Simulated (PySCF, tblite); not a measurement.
# C₂H₃NO− (doublet): geometry, infrared bands and EPR parameters

What infrared bands and EPR parameters should C₂H₃NO− (doublet) (`[H]/N=C/[CH][O-]`) show?

The runs use tblite 0.8.0 and PySCF 2.14.0, with density-fitted response routines of our own; the level of theory stands in each step. All values are computed, except where a source is named. Atoms are numbered from 0 throughout.

## 1. Starting geometry

7 atoms, charge -1, multiplicity 2; geometry from: force field or distance geometry start.

Bonds of the start (Å): N0–C1 1.31, C1–C2 1.46, C2–O3 1.27, N0–H4 1.01, C1–H5 1.10, C2–H6 1.08.

## 2. Optimising the geometry with GFN2-xTB

Job settings and geometry (Å):

```
{"job": {"kind": "relax", "xc": "GFN2-xTB", "basis": "xTB"}, "charge": -1, "multiplicity": 2}
N      1.291700    -0.643800    -0.268200
C      0.333600     0.200000     0.013900
C     -1.082200    -0.167300     0.041900
O     -1.962400     0.701900     0.321000
H      2.168500    -0.138600    -0.195400
H      0.576900     1.241600     0.276700
H     -1.322800    -1.188900    -0.216900
```

Run with:

```bash
OMP_NUM_THREADS=1 python probes_run.py task.json out
```

One launch serves the whole session: the jobs run in the order shown.

Output:

```text
step      E/eV     max force
  0    -351.60382    3.124
  1    -351.70866    1.056
  2    -351.72384    0.355
  3    -351.73100    0.254
  4    -351.73983    0.260
  5    -351.74188    0.186
  6    -351.74458    0.167
  7    -351.74648    0.177
  8    -351.74828    0.129
  9    -351.74926    0.092
 10    -351.74989    0.075
 11    -351.75039    0.070
 12    -351.75093    0.064
 13    -351.75141    0.071
 14    -351.75175    0.055
 15    -351.75195    0.046
 16    -351.75205    0.034
 17    -351.75209    0.013
 18    -351.75210    0.005
```

It took 0.04 s on 1 thread of Arm Neoverse V2, shared host.

The steps of the relaxation:

```csv
step,energy from step 0 (eV),largest force (eV/Å)
0,0.0000,3.1243
1,-0.1048,1.0556
2,-0.1200,0.3550
3,-0.1272,0.2537
4,-0.1360,0.2603
5,-0.1381,0.1857
6,-0.1408,0.1668
7,-0.1427,0.1775
8,-0.1445,0.1294
9,-0.1454,0.0922
10,-0.1461,0.0750
11,-0.1466,0.0697
12,-0.1471,0.0636
13,-0.1476,0.0715
14,-0.1479,0.0554
15,-0.1481,0.0462
16,-0.1482,0.0337
17,-0.1483,0.0128
18,-0.1483,0.0054
```

Distances of close pairs at the start and the end, largest changes first:

```csv
bond,before (Å),after (Å),change (Å)
C1–C2,1.463,1.397,-0.066
C2–H6,1.081,1.113,+0.032
N0–C1,1.307,1.326,+0.019
N0–H4,1.015,1.025,+0.011
C1–H5,1.101,1.104,+0.002
C2–O3,1.268,1.266,-0.002
```

The next job starts from the end point, and lists it.

## 3. Harmonic vibrations with GFN2-xTB

Job settings and geometry (Å):

```
{"job": {"kind": "ir", "xc": "GFN2-xTB", "basis": "xTB"}, "charge": -1, "multiplicity": 2}
N      1.263662    -0.650809    -0.265495
C      0.313281     0.225386     0.031667
C     -1.041877    -0.114499     0.042964
O     -2.006402     0.659209     0.314773
H      2.190124    -0.214411    -0.221073
H      0.543596     1.274549     0.286389
H     -1.259050    -1.174520    -0.216302
```

Output:

```text
mode    cm-1     km/mol
  1     262.2     24.12
  2     324.9     15.65
  3     567.9     44.05
  4     582.8      3.87
  5     775.1      0.40
  6     897.2      4.89
  7    1110.5     43.20
  8    1256.1     20.76
  9    1334.5    109.01
 10    1342.2     65.69
 11    1429.2    340.46
 12    1649.2     74.51
 13    2667.8    339.27
 14    2760.0    301.72
 15    3222.7    188.14
```

It took 0.05 s on 1 thread of Arm Neoverse V2, shared host.

Which atoms move in the most intense modes:

```csv
cm⁻¹,km/mol,atoms
568,44.0,H4 77 %
1334,109.0,"H6 48 %, C1 16 %, H4 15 %, N0 12 %"
1342,65.7,"H6 29 %, N0 27 %, H5 22 %, C1 12 %"
1429,340.5,"C1 29 %, C2 21 %, O3 18 %, H4 15 %"
1649,74.5,"C2 47 %, C1 31 %, O3 11 %"
2668,339.3,H6 94 %
2760,301.7,H5 93 %
3223,188.1,H4 93 %
```

## 4. g tensor and hyperfine couplings: B3LYP/pcH-1

Settings changed since step 3:

```diff
@@ -1,2 +1,2 @@
-{"job": {"kind": "ir", "xc": "GFN2-xTB", "basis": "xTB"}, "charge": -1, "multiplicity": 2}
+{"job": {"kind": "epr", "basis": "pcH-1"}, "charge": -1, "multiplicity": 2}
 N      1.263662    -0.650809    -0.265495
```

With the program's defaults for keys left out, this is: UKS B3LYP, pcH-1 on C H N O, non-relativistic, mean-field spin-orbit, GIAO.

Output:

```text
UKS, coarse grid
  cycle   1  E = -207.81422121  |g| = 6.46e-01
  cycle   2  E = -207.22234161  |g| = 1.35e+00
  cycle   3  E = -207.95495341  |g| = 2.45e-01
  cycle   4  E = -207.98006022  |g| = 1.02e-01
  cycle   5  E = -207.98369295  |g| = 4.49e-02
  cycle   6  E = -207.98460876  |g| = 1.07e-02
  cycle   7  E = -207.98468671  |g| = 3.26e-03
  cycle   8  E = -207.98469654  |g| = 2.46e-03
  cycle   9  E = -207.98470013  |g| = 2.31e-04
UKS, final grid
  cycle   1  E = -207.98469484  |g| = 2.46e-04
  cycle   2  E = -207.98469478  |g| = 4.75e-04
  cycle   3  E = -207.98469487  |g| = 5.86e-05
  cycle   4  E = -207.98469487  |g| = 2.88e-05
internal stability: stable
E = -207.98469487 Eh   <S^2> = 0.7592 (exact 0.7500)
g shifts (ppm)      1          2          3
  rmc          -236       -236       -236
  gc            -13         42         44
  oz_so          22       2811       4884
  total        -228       2616       4692
hyperfine (MHz)  atom isotope    a_iso     a_fc   dipolar eigenvalues
    0   14N      16.65      16.65    -21.85    -21.04     42.89
    1   13C     -14.67     -14.67    -12.11     -7.60     19.71
    2   13C       0.10       0.10    -20.01    -16.04     36.05
    3   17O     -25.16     -25.16    -97.08     47.72     49.36
    4    1H     -28.26     -28.26    -25.73     -4.95     30.68
    5    1H      -9.70      -9.70     -4.93     -3.68      8.61
    6    1H     -17.49     -17.49     -7.45     -3.76     11.21
```

Run time: 20 s. Hardware: 1 thread of Arm Neoverse V2, shared host; peak memory 0.39 GiB.

Principal g values 2.00209, 2.00494, 2.00701; g(iso) = 2.00468, against 2.00232 for a free electron.

Hyperfine couplings, nucleus by nucleus at this fixed geometry (no averaging over rotations):

```csv
nuclei,isotope,a(iso) (MHz),"a(iso) (G, at g = 2.0023)",largest dipolar term (MHz)
H4,1H,-28.3,-10.1,30.7
O3,17O,-25.2,-9.0,-97.1
H6,1H,-17.5,-6.2,11.2
N0,14N,16.6,5.9,42.9
C1,13C,-14.7,-5.2,19.7
H5,1H,-9.7,-3.5,8.6
C2,13C,0.1,0.0,36.1
```

Mulliken spin populations:

```csv
atom,value (e)
N0,0.44
C1,0.10
C2,0.21
O3,0.28
H4,-0.02
H5,-0.01
H6,-0.02
```

In first order the couplings over 0.8 MHz of 1H, 14N give 24 distinct lines over 31.7 G.

The fields below are evaluated on a grid from the run's orbitals.

ELF in a plane through or near 7 of the atoms.

Ten even steps from ' ' (0.00) to '@' (1.00):
```
                                                        
                                                        
                                                        
                  ....        ::==++==--                
                --++++==..    ++%%@@%%**::              
            ..--##%%%%##++    %%@@@@@@@@==              
            ..--%%@@@@@@**    %%@@@@@@@@::              
          ..--==####**%%**    ##@@@@@@**                
        ==##%%%%%%--%%++**::==++++****--..::::..        
      ..%%@@@@@@@@##**%%**--##**==--****####**==        
        %%@@@@@@@@**++##..++**%%::==%%##%%%%##++..      
        ++%%@@%%==..::++==::++++--**##::==%%##++..      
          ..::..    --@@@@@@**..  **%%%%%%%%**--        
                  ..##@@@@@@%%    **%%%%%%**--..        
                  --%%@@@@@@%%    --++**++--..          
                  ::++@@@@%%**      ......              
                    ::++**++--                          
                                                        
                                                        
                                                        
```
The map spans 9.6 Å across and 7.9 Å up, centred on the molecule. Atoms in the plane (x, y in Å): N0 (-1.3, 0.6), C1 (-0.3, -0.2), C2 (1.0, 0.2), O3 (2.0, -0.6), H4 (-2.2, 0.1), H5 (-0.5, -1.3), H6 (1.2, 1.3).

log10 of the density (e/Å³) in the same plane.

Values, 10 rows by 14 columns:
```
-4.0 -4.0 -4.0 -4.0 -4.0 -4.0 -4.0 -4.0 -4.0 -4.0 -4.0 -4.0 -4.0 -4.0
-4.0 -4.0 -4.0 -4.0 -3.4 -3.2 -3.3 -3.0 -2.7 -2.7 -3.1 -3.9 -4.0 -4.0
-4.0 -4.0 -3.8 -2.6 -1.8 -1.6 -1.9 -2.1 -1.5 -1.6 -2.3 -3.2 -4.0 -4.0
-4.0 -3.7 -2.6 -1.5 -0.5 -0.1 -0.7 -1.2 -0.2 -0.3 -1.6 -2.7 -3.9 -4.0
-4.0 -3.2 -1.8 -0.6  0.3  1.8  0.1 -0.3  0.3 -0.1 -0.9 -1.5 -2.8 -4.0
-4.0 -3.1 -1.8 -0.6  0.0  0.0  0.5  0.4  0.6  0.4  0.4 -0.7 -2.1 -4.0
-4.0 -3.7 -2.7 -1.9 -1.5 -0.8  0.2 -0.2 -0.8  0.3  0.5 -0.8 -2.1 -4.0
-4.0 -4.0 -3.9 -3.2 -2.2 -1.4 -0.7 -1.1 -1.7 -1.2 -1.2 -1.8 -3.2 -4.0
-4.0 -4.0 -4.0 -3.8 -2.9 -2.3 -1.9 -2.1 -2.6 -2.6 -2.7 -3.4 -4.0 -4.0
-4.0 -4.0 -4.0 -4.0 -3.9 -3.4 -3.2 -3.3 -3.8 -4.0 -4.0 -4.0 -4.0 -4.0
```
The map spans 9.6 Å across and 7.9 Å up, centred on the molecule. Atoms in the plane (x, y in Å): N0 (-1.3, 0.6), C1 (-0.3, -0.2), C2 (1.0, 0.2), O3 (2.0, -0.6), H4 (-2.2, 0.1), H5 (-0.5, -1.3), H6 (1.2, 1.3).

On the surface of density 0.002 e/bohr³ the electrostatic potential runs, from the 1st to the 99th percentile, from -6.38 V near N0 to -3.01 V near H4.

The spin density lies nearest to N0 35 %; O3 26 %; C2 18 %; C1 12 %.

## 5. Results

| quantity | value |
| --- | --- |
| strongest single infrared mode (GFN2-xTB) | 1429 cm⁻¹, 340 km/mol |
| zero-point energy (GFN2-xTB) | 28.9 kcal/mol |
| g(iso) (B3LYP) | 2.00468 |
| ⟨S²⟩ | 0.759 (exact 0.75) |
| largest a(iso) | 1H on H4, -28.3 MHz |

**Reading.** Relaxing lowered the energy by 0.148 eV in 18 steps; the close pair that moved most is C1–C2, from 1.463 to 1.397 Å. All 15 modes are real, so the xTB geometry is a minimum. The strongest single mode, at 1429 cm⁻¹, is spread over several atoms, C1, C2, O3, H4 among them. GFN2-xTB is a fitted tight-binding method: band positions and strengths are rough. Its intensities can rank the bands wrongly. The largest share of the spin, 0.44 e, sits on N0. The isotropic g lies 2.4 ppt above the free-electron value.
